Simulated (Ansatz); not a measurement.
# C2H4F3N: up Jacob's ladder to CCSD(T)

An exercise on one series of results from a longer session: the logs are not shown, and one member is left open.

Method: functionals in def2-TZVPP, the program's frozen cores in correlated methods; program: Ansatz 0.2.0, Gaussian basis.

Plan: LDA (SPW92), PBE-D4, revPBE-D4, BLYP-D4, r2SCAN-D4, B97M-V, PBE0-D4, B3LYP-D4, r2SCANh-D4, r2SCAN0-D4, HSE06-D4, BHLYP-D4, CAM-B3LYP-D4, LC-ωPBE, ωB97X-V, ωB97M-V, B2PLYP, PBE-QIDH; CCSD(T)/def2-SVP; CCSD(T)/def2-TZVPP; MP2/def2-QZVPP; extrapolation to the limit; RPA on PBE.

## The relaxed structure

The geometry comes from an earlier relaxation with PBE0-D4 in a triple-zeta def2 set; it is a stationary point, not always the lowest conformer.

10 atoms, charge 0, spin multiplicity 1.

Atoms are counted from 1 here; the program's logs count them from 0.

Bond lengths: N1–C2 1.442 Å, N1–H7 1.011 Å, N1–H8 1.010 Å, C2–C3 1.511 Å, C2–H9 1.099 Å, C2–H10 1.092 Å, C3–F4 1.343 Å, C3–F5 1.332 Å, C3–F6 1.341 Å. Angles: C2–N1–H7 111.3°, C2–N1–H8 111.1°, H7–N1–H8 108.2°, N1–C2–C3 110.4°, N1–C2–H9 115.9°, N1–C2–H10 109.7°, C3–C2–H9 106.3°, C3–C2–H10 106.5°, H9–C2–H10 107.6°, C2–C3–F4 111.2°, C2–C3–F5 112.9°, C2–C3–F6 110.4°, F4–C3–F5 107.4°, F4–C3–F6 107.2°, F5–C3–F6 107.5°.

Set-up of the first run:

Contents of in.yaml:

```yaml
crystal:
  periodic: [false, false, false]
  atoms:
    - {symbol: N, position_ang: [0.383057, -1.325808, -0.254398]}
    - {symbol: C, position_ang: [0.288027, -0.091829, 0.485372]}
    - {symbol: C, position_ang: [-0.354037, 0.981886, -0.361965]}
    - {symbol: F, position_ang: [-1.575437, 0.606824, -0.776688]}
    - {symbol: F, position_ang: [0.359177, 1.282713, -1.445909]}
    - {symbol: F, position_ang: [-0.504283, 2.109539, 0.348722]}
    - {symbol: H, position_ang: [-0.520220, -1.771042, -0.344544]}
    - {symbol: H, position_ang: [1.009770, -1.973949, 0.199735]}
    - {symbol: H, position_ang: [-0.291859, -0.135685, 1.418264]}
    - {symbol: H, position_ang: [1.288905, 0.266151, 0.734312]}
basis:
  gaussian: {orbitals: def2-TZVPP}
hamiltonian: {xc: lda}
output: {orbitals: {seedname: orbitals}}
```

Run with:

```console
$ ansatz run in.yaml --threads 4 --pin off --events-out ev --progress --plain --max-ram 10444MiB
```

Among the steps run: LDA; PBE-D4 (GGA); revPBE-D4 (GGA); BLYP-D4 (GGA); r2SCAN-D4 (meta-GGA); B97M-V (meta-GGA); PBE0-D4 (hybrid); B3LYP-D4 (hybrid); r2SCANh-D4 (hybrid); r2SCAN0-D4 (hybrid); HSE06-D4 (hybrid); BHLYP-D4 (hybrid); CAM-B3LYP-D4 (range-separated); LC-ωPBE (range-separated); ωB97X-V (range-separated); ωB97M-V (range-separated); B2PLYP (double hybrid); PBE-QIDH (double hybrid).

One table of the session follows, with a row left open; its other results are not shown here.

It belongs to the step «Frontier levels by functional». 

```
  functional  HOMO (eV)  LUMO (eV)  gap (eV)
 LDA (SPW92)      -6.15      -0.16      5.99
      PBE-D4      -6.01      -0.03      5.98
   revPBE-D4      -5.95       0.02      5.98
     BLYP-D4      -5.94      -0.09      5.84
   r2SCAN-D4      -6.37       0.75      7.12
      B97M-V      -6.52       0.19      6.72
     PBE0-D4      -7.59       0.79      8.38
    B3LYP-D4      -7.36       0.41      7.77
  r2SCANh-D4      -6.95       1.00      7.95
  r2SCAN0-D4      -7.83       1.33      9.17
    HSE06-D4      -7.18       0.43      7.61
    BHLYP-D4      -9.12       1.35     10.47
CAM-B3LYP-D4      -9.10       1.52     10.62
     LC-ωPBE     -10.49       2.87     13.36
     ωB97X-V     -10.12       2.68     12.80
     ωB97M-V          ?          ?         ?
```

Q: Estimate the row for ωB97M-V from the others.

As computed: HOMO (eV): -10.03; LUMO (eV): 2.19; gap (eV): 12.22. In the column «HOMO (eV)» it lies between ωB97X-V (-10.12) and BHLYP-D4 (-9.12).
